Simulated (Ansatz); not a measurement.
# H2N2Si: the cost of one run

Program: Ansatz 0.2.0. Level of theory: the levels named in each step. These are calculated values, not measurements.

### Step 1. The starting structure

Bond lengths: N1–N2 1.145 Å, N2–Si3 1.689 Å, Si3–H4 1.451 Å, Si3–H5 1.450 Å. Angles: N1–N2–Si3 158.8°, N2–Si3–H4 104.5°, N2–Si3–H5 104.6°, H4–Si3–H5 115.5°.

Coordinates:

```xyz
5

N     1.7254   -0.0128   -0.1397
N     0.5855    0.0024   -0.2452
Si   -1.0393    0.0031    0.2164
H    -1.5629    1.2555   -0.2959
H    -1.5900   -1.1959   -0.3850
```

### Step 2. A rough first relaxation, PBE-D4/def2-SVP

This run stands in another session on the same molecule. It ended at:

```xyz
5

N     1.7092   -0.0077   -0.2898
N     0.5898   -0.0009   -0.1458
Si   -1.1914   -0.0055    0.5072
H    -1.4821    1.1800   -0.4186
H    -1.5069   -1.1137   -0.5024
```

### Step 3. Relaxation, HF/STO-3G

input.yaml

```yaml
crystal:
  periodic: [false, false, false]
  atoms:
    - { symbol: "N", position_ang: [1.70920559, -0.00767489, -0.28975468] }
    - { symbol: "N", position_ang: [0.58982758, -0.0008797, -0.1457731] }
    - { symbol: Si, position_ang: [-1.1914201, -0.0054731, 0.50715011] }
    - { symbol: H, position_ang: [-1.48211759, 1.18003671, -0.41863073] }
    - { symbol: H, position_ang: [-1.50688548, -1.11373901, -0.5024216] }
basis:
  gaussian: { orbitals: STO-3G }
hamiltonian:
  xc: hf
relax:
  f_tol: 0.002
  max_steps: 150
```

Run with:

```console
$ ansatz run input.yaml --threads 2 --pin off --max-ram 5120MiB --backend cpu --events-out ev --progress --plain --runs-dir out
```

What time and memory should one allow on 2 threads of Intel Xeon at 2.70GHz, shared host?

About 4.2 s, with a peak of 0.099 GiB.
